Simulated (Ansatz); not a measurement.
Elastic constant C11 (GPa) of 37 elemental metals, computed with PBE (PAW; Ansatz, a program for electronic structure) and with LDA (Ansatz, PAW). The set holds measured phases with no doubt noted on the run or the magnetic state but for the caveats below. 6 more of the class have both values but aren't in it, for one of these reasons: built or high-temperature cells, doubts on the run or the magnetic state, unlike cells, values of zero, layered or molecular crystals. Solids without a value at one level (not run, failed, or a magnetic order lost), or held back for tests, aren't counted.

Every twentieth of the way through the set, in order of the shift (worked out from unrounded values):

```csv
solid,PBE,LDA,shift (%)
hcp Y,77.0,75.2,-2.4
hcp Ti,176,185,+5.2
hcp Be,321,341,+6.0
fcc Ca,22.4,23.9,+6.4
fcc Al,105,115,+9.5
hcp Re,608,673,+10.7
hcp Sc,101,114,+12.9
hcp Tc,489,556,+13.8
fcc Ir,584,672,+15.0
hcp Ru,567,658,+16.1
bcc Ba,11.9,14.2,+19.8
fcc Rh,412,502,+22
fcc Ni,283,351,+24
fcc Pt,306,381,+24
fcc Pb,47.1,59.9,+27
hcp Co,352,462,+31
fcc Cu,178,235,+32
fcc Pd,199,271,+36
hcp Zn,177,242,+36
fcc Ag,111,169,+52
hcp Cd,83.9,152,+81
```

The shift from PBE to LDA has a median of +19.8 %, and eight in ten lie between +6.0 % and +37 %; LDA is the larger in 35 of 37. Each level is at its own cell, so the shift holds the change of volume too.

Ansatz's runs of these crystals have no spin polarisation, but for bcc Fe, hcp Co, fcc Ni.

Density-functional runs with spin start from parallel moments for bcc Fe, parallel moments for hcp Co, parallel moments for fcc Ni.

Spin–orbit coupling is left out, also for the solids with elements from indium on (fcc Pt, hcp Os, bcc Ba, white tin (β-Sn), double-hcp La, hcp Tl, fcc Ir, hcp Re, bcc Cs, hcp Hf and 3 more); its size isn't shown.

Each level is taken at its own relaxed cell. Ansatz's density-functional and Hartree–Fock values are scalar-relativistic unless marked +SOC, with PAW data made under PBE.
